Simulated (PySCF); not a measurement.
He: ionisation energy

He 1s2 (1S) → He⁺ 1s1 (2S), as a difference of total energies. Computed with PySCF 2.14 in aug-cc-pVQZ-DK, with the spin-free X2C one-electron Hamiltonian (Gaussian nucleus). Correlated levels: valence: nothing frozen. The calculations carry no spin-orbit coupling.

| method | ionisation energy (eV) |
| --- | --- |
| UHF | 23.448 |
| LDA | 24.304 |
| PBE0 | 24.448 |
| r2SCAN | 24.622 |
| M06 | 24.777 |
| B97-3 | 24.735 |
| LC-wPBE | 24.639 |
| MP2 (valence) | 24.421 |
| SCS-MP2 (valence) | 24.615 |

Problem. Estimate what PBE gives.

Solution. 24.468 eV, closest to PBE0 among the rows shown.

Problem. Estimate what B3LYP gives.

Solution. 24.941 eV, closest to M06 among the rows shown.

Errors of the correlated levels include the incompleteness of this basis.

For comparison: 24.587 eV (measured; NIST Atomic Spectra Database, ionization energies).
